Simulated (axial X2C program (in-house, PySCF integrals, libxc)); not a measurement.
# Potential curves of O₂⁻, scalar-relativistic

Calculated with an axial X2C code built on PySCF integrals. Spin-free means the one-electron spin-free X2C Hamiltonian. Basis: O dyall-av3z [7s6p3d2f] (cores contracted in-house); Gaussian nuclei, density fitting, unrestricted open shells. Masses: O 15.995 u.

State: M_S = 1/2, Λ = 1 (beyond evenly filled blocks: π+α, π+β, π-α). Energies in eV from the fragments at the same level (O- + O). Fits are polynomials in 1 − R0/R over 0.85 to 1.23 times the lowest point R0.

```tsv
R (Å)	CCSD(T)	CCSD	PBE0
1.1536			-3.2465
1.2067	-3.4092	-3.2635	-3.7792
1.2464	-3.6926	-3.5280	-4.0094
1.2862	-3.8638	-3.6781	-4.1286
1.3260	-3.9460	-3.7375	-4.1594
1.3724	-3.9551	-3.7179	-4.1085
1.4188	-3.8936	-3.6259	-3.9862
1.4785	-3.7404	-3.4310	-3.7531
1.5514			-3.3918
1.6575			-2.7869
```

Correlated methods: 13 electrons correlated (number of frozen shells: O 1 s), 195 virtual spin orbitals or spinors in MP2, 90 natural virtuals in coupled cluster.

The state is one determinant whose occupation by symmetry is held fixed; it was picked as the lowest of a PBE0 search that is not exhaustive. Dissociation energies refer to the lowest single-determinant-based atoms at the same level and basis. Coupled cluster ran in a truncated set of natural virtual spinors; the MP2 energy of the rest was added. (T) has no such correction and the atoms are truncated less, which lowers De at CCSD(T) by a hundredth of an eV or more. The functionals have no current-density term, which raises determinants with orbital currents, atoms included. The highest occupied level of some functionals is positive through self-interaction error; at Hartree–Fock it is bound. Coupled cluster ran on the points near the minimum only. MP2 and coupled cluster on one determinant become unreliable at the stretched end.

(1) What are Re, ωe and De at the CCSD(T) level?

(2) What are Re, ωe and De at the CCSD level?

(3) Fit the PBE0 curve near its minimum: give the equilibrium distance, the harmonic wavenumber and the well depth.

## Answers

(1) At CCSD(T), spin-free: Re = 1.354 Å, ωe ≈ 1120 cm⁻¹, De = 3.96 eV to O- + O; Be follows as 1.15 cm⁻¹.

(2) At CCSD, spin-free: Re = 1.338 Å, ωe ≈ 1190 cm⁻¹, De = 3.74 eV to O- + O; Be follows as 1.18 cm⁻¹.

(3) At PBE0, spin-free: Re = 1.322 Å, ωe ≈ 1230 cm⁻¹, De = 4.16 eV to O- + O; Be follows as 1.21 cm⁻¹.
